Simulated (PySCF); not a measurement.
PySCF job for C3H6, SMILES C=CC (connectivity only; charge and spin as stated), charge +1, multiplicity 2, TDA-PBE/def2-SVPD. The structure is a stationary point at ωB97X-D3(BJ)/def2-TZVP. The spin state was assumed, not searched.

```python
import numpy as np
from pyscf import gto, scf, dft, tdscf

mol = gto.M(
    atom='''
    C    -1.19216953    0.18184241   -0.23223819
    C     0.05718172   -0.03491066    0.46658328
    C     1.30917121   -0.17232074   -0.17387349
    H    -1.89046144   -0.62362384    0.05950897
    H    -1.68305636    1.07522434    0.19065685
    H    -1.10598310    0.25138239   -1.31427066
    H     0.03678902   -0.09930632    1.55394339
    H     1.38034937   -0.14013511   -1.25774189
    H     2.21726208   -0.31120745    0.40507377
    ''',
    basis='def2-SVPD',
    charge=1,
    spin=1,
    max_memory=1600,
    verbose=4,
)
mf = dft.UKS(mol, xc='pbe').density_fit(auxbasis='def2-universal-jkfit')
mf.grids.level = 3
mf.conv_tol = 1e-9
mf.max_cycle = 100
mf.kernel()
fine, coarse = mf.grids, dft.Grids(mol).set(level=1).build(with_non0tab=True)
for _ in range(3):  # follow internal instabilities
    mf.grids = coarse
    mo, _, stable, _ = mf.stability(return_status=True, nroots=4)
    mf.grids = fine
    if stable:
        break
    mf.kernel(mf.make_rdm1(mo, mf.mo_occ))
mf.grids = dft.Grids(mol).set(level=1).build(with_non0tab=True)  # coarser grid for the response kernel
td = tdscf.TDA(mf)
td.nstates = 10
td.conv_tol = 1e-4
td.positive_eig_threshold = 1e-6
td.kernel(x0=td.get_init_guess(mf, 15))
td.analyze()
```

Output:

```
PySCF version 2.14.0

[INPUT] verbose = 4
[INPUT] num. atoms = 9
[INPUT] num. electrons = 23
[INPUT] charge = 1
[INPUT] spin (= nelec alpha-beta = 2S) = 1
[INPUT] symmetry False subgroup None
[INPUT] Mole.unit = angstrom
[INPUT] Symbol           X                Y                Z      unit          X                Y                Z       unit  Magmom
[INPUT]  1 C     -1.192169530000   0.181842410000  -0.232238190000 AA   -2.252873905751   0.343632352731  -0.438866574765 Bohr   0.0
[INPUT]  2 C      0.057181720000  -0.034910660000   0.466583280000 AA    0.108057790132  -0.065971586228   0.881714613501 Bohr   0.0
[INPUT]  3 C      1.309171210000  -0.172320740000  -0.173873490000 AA    2.473975037065  -0.325639004182  -0.328573276422 Bohr   0.0
[INPUT]  4 H     -1.890461440000  -0.623623840000   0.059508970000 AA   -3.572454370651  -1.178478262350   0.112455655255 Bohr   0.0
[INPUT]  5 H     -1.683056360000   1.075224340000   0.190656850000 AA   -3.180515572607   2.031879525066   0.360289230272 Bohr   0.0
[INPUT]  6 H     -1.105983100000   0.251382390000  -1.314270660000 AA   -2.090005157397   0.475043869639  -2.483611600951 Bohr   0.0
[INPUT]  7 H      0.036789020000  -0.099306320000   1.553943390000 AA    0.069521172191  -0.187661747238   2.936527420178 Bohr   0.0
[INPUT]  8 H      1.380349370000  -0.140135110000  -1.257741890000 AA    2.608482265516  -0.264816978336  -2.376787707493 Bohr   0.0
[INPUT]  9 H      2.217262080000  -0.311207450000   0.405073770000 AA    4.190018077583  -0.588096848424   0.765478485545 Bohr   0.0

nuclear repulsion = 70.2189077278344
number of shells = 48
number of NR pGTOs = 150
number of NR cGTOs = 108
basis = def2-SVPD
ecp = {}


******** <class 'pyscf.df.df_jk.DFUKS'> ********
method = DFUKS
initial guess = minao
damping factor = 0
level_shift factor = 0
DIIS = <class 'pyscf.scf.diis.CDIIS'>
diis_start_cycle = 1
diis_space = 8
diis_damp = 0
SCF conv_tol = 1e-09
SCF conv_tol_grad = None
SCF max_cycles = 100
direct_scf = False
number electrons alpha = 12  beta = 11
XC library pyscf.dft.libxc version 7.1.2
    S. Lehtola, C. Steigemann, M. J. T. Oliveira, and M. A. L. Marques,  SoftwareX 7, 1–5 (2018)
XC functionals = pbe
    J. P. Perdew, K. Burke, and M. Ernzerhof,  Phys. Rev. Lett. 77, 3865 (1996)
    J. P. Perdew, K. Burke, and M. Ernzerhof,  Phys. Rev. Lett. 78, 1396 (1997)
    J. P. Perdew, K. Burke, and M. Ernzerhof,  Phys. Rev. Lett. 77, 3865 (1996)
    J. P. Perdew, K. Burke, and M. Ernzerhof,  Phys. Rev. Lett. 78, 1396 (1997)
radial grids:
    Treutler-Ahlrichs [JCP 102, 346 (1995); DOI:10.1063/1.469408] (M4) radial grids

becke partition: Becke, JCP 88, 2547 (1988); DOI:10.1063/1.454033
pruning grids: <function nwchem_prune>
grids dens level: 3
symmetrized grids: False
atomic radii adjust function: <function treutler_atomic_radii_adjust>
small_rho_cutoff = 0
Set gradient conv threshold to 3.16228e-05
tot grids = 101208
init E= -117.58264276778
  alpha nocc = 12  HOMO = -0.291461963916817  LUMO = -0.105859638148646
  beta  nocc = 11  HOMO = -0.392262763817014  LUMO = -0.291461963916816

WARN: HOMO -0.291461963916817 >= LUMO -0.291461963916816

cycle= 1 E= -117.283942211487  delta_E= 0.299  |g|= 0.193  |ddm|= 2.84
  alpha nocc = 12  HOMO = -0.513711492835571  LUMO = -0.303820623806567
  beta  nocc = 11  HOMO = -0.52738107571352  LUMO = -0.477123355144342
  HOMO = -0.513711492836  LUMO = -0.477123355144  gap/eV = 0.99561
cycle= 2 E= -117.213289973843  delta_E= 0.0707  |g|= 0.384  |ddm|= 0.874
  alpha nocc = 12  HOMO = -0.511711277543222  LUMO = -0.278794787274945
  beta  nocc = 11  HOMO = -0.562228257733239  LUMO = -0.463665446059809
  HOMO = -0.511711277543  LUMO = -0.46366544606  gap/eV = 1.30739
cycle= 3 E= -117.302704725414  delta_E= -0.0894  |g|= 0.0509  |ddm|= 0.503
  alpha nocc = 12  HOMO = -0.522629914318181  LUMO = -0.288154153215451
  beta  nocc = 11  HOMO = -0.567751522481171  LUMO = -0.472456458408901
  HOMO = -0.522629914318  LUMO = -0.472456458409  gap/eV = 1.36529
cycle= 4 E= -117.304409435758  delta_E= -0.0017  |g|= 0.0186  |ddm|= 0.113
  alpha nocc = 12  HOMO = -0.518954611172088  LUMO = -0.283826252307084
  beta  nocc = 11  HOMO = -0.565221166856778  LUMO = -0.467614109890977
  HOMO = -0.518954611172  LUMO = -0.467614109891  gap/eV = 1.39705
cycle= 5 E= -117.304598584512  delta_E= -0.000189  |g|= 0.00422  |ddm|= 0.0329
  alpha nocc = 12  HOMO = -0.519331732157919  LUMO = -0.283611319283696
  beta  nocc = 11  HOMO = -0.564932074159248  LUMO = -0.467505622960278
  HOMO = -0.519331732158  LUMO = -0.46750562296  gap/eV = 1.41026
cycle= 6 E= -117.304605041267  delta_E= -6.46e-06  |g|= 0.00297  |ddm|= 0.00851
  alpha nocc = 12  HOMO = -0.519488444552636  LUMO = -0.28371950061481
  beta  nocc = 11  HOMO = -0.565193095189668  LUMO = -0.467615089196512
  HOMO = -0.519488444553  LUMO = -0.467615089197  gap/eV = 1.41155
cycle= 7 E= -117.304609761019  delta_E= -4.72e-06  |g|= 0.00045  |ddm|= 0.00461
  alpha nocc = 12  HOMO = -0.519512391836809  LUMO = -0.283682978183334
  beta  nocc = 11  HOMO = -0.565191927453364  LUMO = -0.467572348126348
  HOMO = -0.519512391837  LUMO = -0.467572348126  gap/eV = 1.41336
cycle= 8 E= -117.3046099426  delta_E= -1.82e-07  |g|= 0.000109  |ddm|= 0.00154
  alpha nocc = 12  HOMO = -0.51952196457367  LUMO = -0.28368816718483
  beta  nocc = 11  HOMO = -0.565198317922011  LUMO = -0.467577296613249
  HOMO = -0.519521964574  LUMO = -0.467577296613  gap/eV = 1.41349
cycle= 9 E= -117.304609951035  delta_E= -8.44e-09  |g|= 3.18e-05  |ddm|= 0.000388
  alpha nocc = 12  HOMO = -0.519514057026009  LUMO = -0.28368030446814
  beta  nocc = 11  HOMO = -0.565194662961113  LUMO = -0.467570145133149
  HOMO = -0.519514057026  LUMO = -0.467570145133  gap/eV = 1.41347
cycle= 10 E= -117.304609951691  delta_E= -6.56e-10  |g|= 9.8e-06  |ddm|= 8.16e-05
  alpha nocc = 12  HOMO = -0.519515040334498  LUMO = -0.283681523796596
  beta  nocc = 11  HOMO = -0.565195684828916  LUMO = -0.467571556794591
  HOMO = -0.519515040334  LUMO = -0.467571556795  gap/eV = 1.41345
Extra cycle  E= -117.304609951696  delta_E= -4.6e-12  |g|= 9.66e-06  |ddm|= 3.88e-05
converged SCF energy = -117.304609951696  <S^2> = 0.75187185  2S+1 = 2.001871
tot grids = 30376
uhf_internal: lowest eigs of H = [0.4075559  0.45709458 0.46424891 0.49827534]
<class 'pyscf.df.df_jk.DFUKS'> wavefunction is stable in the internal stability analysis
tot grids = 30376
Overwritten attributes  positive_eig_threshold  of <class 'pyscf.tdscf.uks.TDA'>


******** <class 'pyscf.tdscf.uks.TDA'> for <class 'pyscf.df.df_jk.DFUKS'> ********
nstates = 10
deg_eia_thresh = 1.000e-03
wfnsym = None
conv_tol = 0.0001
eigh lindep = 1e-12
eigh level_shift = 0
eigh max_cycle = 100


Excitation energies (eV)
[2.61305161 3.01617445 4.24611561 4.48404014 5.6204319  6.15659633
 6.3578228  6.86394551 7.5910058  7.63164903]

** Excitation energies and oscillator strengths **
Excited State   1:      2.61305 eV    474.48 nm  f=0.0005
      10b ->   12b      0.15059
      11b ->   12b      0.98746
Excited State   2:      3.01617 eV    411.06 nm  f=0.0012
      10b ->   12b     -0.98613
      11b ->   12b      0.14969
Excited State   3:      4.24612 eV    291.99 nm  f=0.0543
       9a ->   13a     -0.17101
      12a ->   13a      0.23485
       9b ->   12b      0.94762
Excited State   4:      4.48404 eV    276.50 nm  f=0.0010
       8b ->   12b      0.99644
Excited State   5:      5.62043 eV    220.60 nm  f=0.0008
      10a ->   13a      0.20210
       7b ->   12b      0.96866
Excited State   6:      6.15660 eV    201.38 nm  f=0.3361
      12a ->   13a      0.93468
       9b ->   12b     -0.23082
       9b ->   13b     -0.15694
Excited State   7:      6.35782 eV    195.01 nm  f=0.0016
      11a ->   13a     -0.97561
       6b ->   12b     -0.10187
       7b ->   12b      0.10316
      11b ->   13b      0.13197
Excited State   8:      6.86395 eV    180.63 nm  f=0.0011
      10a ->   13a     -0.94645
       7b ->   12b      0.19926
      10b ->   13b      0.22837
Excited State   9:      7.59101 eV    163.33 nm  f=0.0011
       8a ->   13a     -0.21350
      11a ->   13a      0.16173
       6b ->   12b     -0.24274
      11b ->   13b      0.92687
Excited State  10:      7.63165 eV    162.46 nm  f=0.0003
       8a ->   13a      0.21419
       6b ->   12b      0.91025
      10b ->   13b     -0.10218
      11b ->   13b      0.30808

** Transition electric dipole moments (AU) **
state          X           Y           Z        Dip. S.      Osc.
  1        -0.0138     -0.0843     -0.0111      0.0074      0.0005
  2        -0.0023     -0.1294     -0.0105      0.0169      0.0012
  3         0.6938     -0.0954      0.1772      0.5219      0.0543
  4         0.0071     -0.0937      0.0027      0.0088      0.0010
  5         0.0636     -0.0409     -0.0165      0.0060      0.0008
  6        -1.4611      0.1804      0.2465      2.2281      0.3361
  7         0.0956      0.0337     -0.0134      0.0104      0.0016
  8         0.0331     -0.0729     -0.0099      0.0065      0.0011
  9        -0.0383     -0.0670     -0.0061      0.0060      0.0011
 10        -0.0070      0.0357      0.0107      0.0014      0.0003

** Transition velocity dipole moments (imaginary part, AU) **
state          X           Y           Z        Dip. S.      Osc.
  1         0.0000      0.0020      0.0016      0.0000      0.0000
  2         0.0007      0.0120      0.0016      0.0001      0.0009
  3        -0.0043      0.0004     -0.0079      0.0001      0.0003
  4        -0.0000     -0.0020     -0.0008      0.0000      0.0000
  5         0.0069      0.0192      0.0022      0.0004      0.0014
  6        -0.1155      0.0192     -0.0102      0.0138      0.0407
  7         0.0082     -0.0008      0.0005      0.0001      0.0002
  8         0.0065      0.0139      0.0009      0.0002      0.0006
  9        -0.0030      0.0046     -0.0004      0.0000      0.0001
 10        -0.0024     -0.0123     -0.0006      0.0002      0.0004

** Transition magnetic dipole moments (imaginary part, AU) **
state          X           Y           Z
  1        -0.2822      0.0415      0.0513
  2        -0.2062      0.0383     -0.0722
  3        -0.0158     -0.0300     -0.0043
  4         0.4961     -0.0406     -0.1963
  5         0.2978     -0.0438     -0.4289
  6         0.1413      0.2791     -0.0442
  7         0.6317     -0.1068     -0.0463
  8         0.3691     -0.0282     -0.5902
  9        -0.8397      0.1299     -0.0731
 10         0.1864     -0.0217      0.1656
```

The run converged.

Cost: very roughly 50 core-seconds.
